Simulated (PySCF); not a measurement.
Molecule: SMILES CC(F)(F)F, C2H3F3.

Bonds (- single, = double, # triple, : aromatic): C1-C2 1.499 Å, C2-F3 1.338 Å, C2-F4 1.338 Å, C2-F5 1.338 Å. C1 carries H6, H7, H8.

Spin–spin couplings on one PBE0-D3(BJ)/def2-SVP geometry, PySCF, gas phase, non-relativistic, equivalent pairs averaged; isotopes 13C, 19F, 1H; functional B3LYP.

Reference values (Hz): 1J(C2,F3) = -273.0 (measured; solution; Gryff-Keller and Szczecinski, RSC Adv. 2016, 6, 82783); 2J(C1,F3) = 31.5 (measured; solution; Gryff-Keller and Szczecinski, RSC Adv. 2016, 6, 82783); 3J(F3,H6) = 12.9 (measured; solution; Gryff-Keller and Szczecinski, RSC Adv. 2016, 6, 82783).

**Question.** How do the couplings (Hz) change with the basis set? Times are CPU seconds on shared hosts with different chips, so compare them loosely. Far from the basis limit: pcJ-0, 6-31G*, def2-TZVP, cc-pVTZ.

**Answer.** 
| basis set | functions | 1J(C2,F3) | 2J(C1,F3) | 3J(F3,H6) | mean abs. error | core-s |
| --- | --- | --- | --- | --- | --- | --- |
| pcJ-0 | 74 | -471.5 | 12.2 | 9.2 | 73.8 | 7.1 |
| 6-31G* | 76 | -257.5 | 33.3 | 8.9 | 7.1 | 7.2 |
| pcJ-1 | 165 | -340.4 | 35.6 | 12.3 | 24.0 | 9.8 |
| def2-TZVP | 173 | -370.6 | 36.2 | 10.3 | 35.0 | 38 |
| cc-pVTZ | 192 | -321.1 | 33.6 | 8.0 | 18.3 | 27 |
| aug-cc-pVTZ-J | 290 | -349.9 | 36.5 | 12.5 | 27.4 | 49 |
| pcJ-2 | 327 | -344.3 | 35.6 | 12.5 | 25.3 | 64 |

Errors compare magnitudes, without vibrational corrections, and the largest couplings weigh most in the mean. Closest: 6-31G*; furthest: pcJ-0.

The Fermi-contact term samples the wavefunction at the nucleus, which is why sets with added tight s functions (names with J) are made for couplings. Agreement of an ordinary basis with the reference is then largely a cancellation of errors.
